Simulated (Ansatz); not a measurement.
Input file:

```yaml
crystal:
  periodic: [false, false, false]
  atoms:
    - {symbol: Ge, position_ang: [0.002368, 0.004375, 0.000016]}
    - {symbol: H, position_ang: [1.688273, 0.050863, -0.006484]}
    - {symbol: H, position_ang: [-0.880811, 1.441154, 0.011916]}
    - {symbol: H, position_ang: [-0.978101, -1.807320, -0.006580]}
basis:
  gaussian: {orbitals: aug-cc-pVDZ}
total_charge: -1
magnetization: {spin_polarized: false, initial_magnetization: 2}
correlation: {method: bccd_t, electrons: outside_noble_gas}
```

```sh
$ ansatz run in.yaml --threads 1 --pin off --events-out ev --progress --plain --max-ram 2393MiB
```

**Question.** Roughly how long does this take on 1 thread of Arm Neoverse V2, shared host, and how much host memory?

**Answer.** 3.4 s wall and 0.21 GiB.

```
659 factors; integrals over basis functions are off by at most 8.8e-4 eV
mean field evaluation 1: about -56515.1249 eV, gradient 1.4e1 eV
mean field evaluation 2: about -56515.1248 eV, gradient 1.4e1 eV
mean field evaluation 4: about -56516.7710 eV, gradient 1.4e0 eV
mean field evaluation 8: about -56516.8236 eV, gradient 3.3e-3 eV
mean field evaluation 16: about -56516.8226 eV, gradient 1.4e-1 eV
mean field evaluation 32: about -56515.0607 eV, gradient 3.5e-3 eV
mean field -56516.82357948 eV, -2076.9549580671 hartree, gradient 2.7e-6 eV, S^2 2.000000; 1 other end points of the search recorded, 0 dependent functions left out
mean field evaluation 64: about -56517.0000 eV, gradient 2.0e-4 eV
determinant -56516.82357948 eV, -2076.9549580671 hartree, with singles and doubles -56520.92850557 eV, -2077.1058113184 hartree
determinant -56515.06065554 eV, -2076.8901718070 hartree, with singles and doubles -56519.10239169 eV, -2077.0387028710 hartree
14 core orbitals not correlated: weight in the atoms' cores, before any rotation towards them, 1.000 or more for the frozen orbitals, at most 0.000 for the correlated occupied ones
reference -56516.82357948 eV, -2076.9549580671 hartree; 5, 3 occupied and 44, 46 virtual orbitals, 659 factors
second order -3.16080527 eV of doubles, -0.08552758 eV of singles
cycle   1  -4.07132786 eV  change   -1.2e-1 eV  update   2.7e-2
cycle   2  -4.07560461 eV  change   -4.3e-3 eV  update   1.0e-2
cycle   3  -4.07713836 eV  change   -1.5e-3 eV  update   5.9e-3
cycle   4  -4.07731785 eV  change   -1.8e-4 eV  update   2.7e-3
cycle   5  -4.07693343 eV  change    3.8e-4 eV  update   1.3e-3
cycle   6  -4.07676434 eV  change    1.7e-4 eV  update   6.0e-4
cycle   7  -4.07675441 eV  change    9.9e-6 eV  update   3.1e-4
cycle   8  -4.07674901 eV  change    5.4e-6 eV  update   1.4e-4
cycle   9  -4.07673487 eV  change    1.4e-5 eV  update   6.9e-5
cycle  10  -4.07674721 eV  change   -1.2e-5 eV  update   3.6e-5
cycle  11  -4.07675248 eV  change   -5.3e-6 eV  update   1.8e-5
cycle  12  -4.07675172 eV  change    7.5e-7 eV  update   8.6e-6
perturbative correction -0.14144064 eV, -0.0051978478 hartree
Total energy: -56521.04177185 eV, -2077.1099737774 hartree
```
